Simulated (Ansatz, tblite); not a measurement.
# InCl2F: one state, many levels

How do method and basis change the picture of InCl2F (singlet)?

Method: as each input shows; program: Ansatz 0.2.0, Gaussian basis.

Levels to be run: GFN1-xTB, GFN2-xTB, PBE-D4/def2-TZVP, r2SCAN-D4/def2-TZVP, B3LYP-D4/def2-TZVP, HF/def2-TZVP, revPBE-D4/def2-TZVP, CAM-B3LYP-D4/def2-TZVP, LC-ωPBE/def2-TZVP, BLYP-D4/def2-TZVP, HSE06-D4/def2-TZVP, PBE+5HF/def2-TZVP, PBE+10HF/def2-TZVP, PBE+15HF/def2-TZVP, PBE+35HF/def2-TZVP, PBE+50HF/def2-TZVP, PBE-D4/def2-SVP, PBE0-D4/def2-SVP, PBE0-D4/def2-TZVPD, PBE-D4/def2-TZVPD, r2SCAN-D4/def2-TZVPD, CCSD(T)/def2-TZVPP, MP2/def2-TZVP, RPA/def2-TZVP.

1 further run of the same task is left out (set aside as unsound or not needed).

**1. The relaxed structure**

The geometry is that of the singlet, from an earlier relaxation (r2SCAN-D4/def2-SVP).

4 atoms, charge 0, spin multiplicity 1.

Bond lengths: In1–Cl2 2.319 Å, In1–Cl3 2.319 Å, In1–F4 1.943 Å. Angles: Cl2–In1–Cl3 123.1°, Cl2–In1–F4 118.4°, Cl3–In1–F4 118.4°.

In takes a core potential in the def2 sets. No spin-orbit coupling is included.

PBE0-D4/def2-TZVP was run before; its log isn't repeated, and its numbers join the tables.

**2. GFN1-xTB**

Tight binding, by tblite at 300 K electronic temperature and without a spin-polarisation term:

```python
tblite.interface.Calculator('GFN1-xTB', numbers, positions, charge=0, uhf=0).singlepoint()
```

Energy -415.3513 eV, HOMO -12.76 eV, LUMO -8.54 eV; 0.006 s.

**3. GFN2-xTB**

Tight binding, by tblite at 300 K electronic temperature and without a spin-polarisation term:

```python
tblite.interface.Calculator('GFN2-xTB', numbers, positions, charge=0, uhf=0).singlepoint()
```

Energy -413.1540 eV, HOMO -12.66 eV, LUMO -9.87 eV; 0.005 s.

**4. PBE-D4/def2-TZVP**

start.molden holds the orbitals of an earlier run on this state, given as this run's starting guess.

in.yaml

```yaml
crystal:
  periodic: [false, false, false]
  atoms:
    - {symbol: In, position_ang: [-0.033841, -0.057008, 0.000195]}
    - {symbol: Cl, position_ang: [2.283292, -0.148272, 0.013999]}
    - {symbol: Cl, position_ang: [-1.223616, 1.933415, -0.016488]}
    - {symbol: F, position_ang: [-1.025835, -1.728135, 0.002293]}
basis:
  gaussian: {orbitals: def2-TZVP, initial_orbitals: start.molden}
hamiltonian: {xc: pbe, dispersion: d4}
scf: {omitted_lower_state_checks: [starts]}
output: {forces: true, orbitals: {seedname: orbitals}}
```

Launch:

```sh
$ ansatz run in.yaml --threads 4 --pin off --events-out ev --progress --plain --max-ram 3916MiB
```

The runs that follow: r2SCAN-D4/def2-TZVP; B3LYP-D4/def2-TZVP; HF/def2-TZVP; revPBE-D4/def2-TZVP; CAM-B3LYP-D4/def2-TZVP; LC-ωPBE/def2-TZVP; BLYP-D4/def2-TZVP; HSE06-D4/def2-TZVP; PBE+5HF/def2-TZVP; PBE+10HF/def2-TZVP; PBE+15HF/def2-TZVP; PBE+35HF/def2-TZVP; PBE+50HF/def2-TZVP; PBE-D4/def2-SVP; PBE0-D4/def2-SVP; PBE0-D4/def2-TZVPD; PBE-D4/def2-TZVPD; r2SCAN-D4/def2-TZVPD; CCSD(T)/def2-TZVPP; MP2/def2-TZVP; RPA/def2-TZVP.

**Question.** What will the summary of the whole plan be? Wanted: gap in def2-TZVP, named functionals and Hartree-Fock, smallest and largest; gap over the share of exact exchange; correlation energy, CCSD(T)/def2-TZVPP; correlation energy, MP2/def2-TZVP; binding an atom, CCSD(T)/def2-TZVPP; PBE0 total energy, smallest basis above largest.

**Answer**, as computed:

```
                                                                  quantity                             value
gap in def2-TZVP, named functionals and Hartree-Fock, smallest and largest  3.90 eV (BLYP-D4), 13.13 eV (HF)
                                      gap over the share of exact exchange      4.03 eV at 0, 8.72 eV at 0.5
                                    correlation energy, CCSD(T)/def2-TZVPP                         -25.85 eV
                                         correlation energy, MP2/def2-TZVP                         -24.15 eV
                                       binding an atom, CCSD(T)/def2-TZVPP                          2.674 eV
                           PBE0 total energy, smallest basis above largest   12.47 eV (def2-SVP, def2-TZVPD)
```

**Reading.** Orbital gaps of the named functionals and Hartree-Fock in def2-TZVP span 3.90 eV (BLYP-D4) to 13.13 eV (HF); exact exchange widens it. Raising the share of exact exchange from 0 to 0.5 moves the HOMO by -2.90 eV and the LUMO by +1.79 eV. The functionals in def2-TZVP miss CCSD(T)/def2-TZVPP by -0.010 (B3LYP-D4) to +0.159 eV (PBE-D4) an atom. The reference is CCSD(T) in one finite basis, so it carries an error of its own, often a tenth of an eV or more, and near misses can't be ranked.
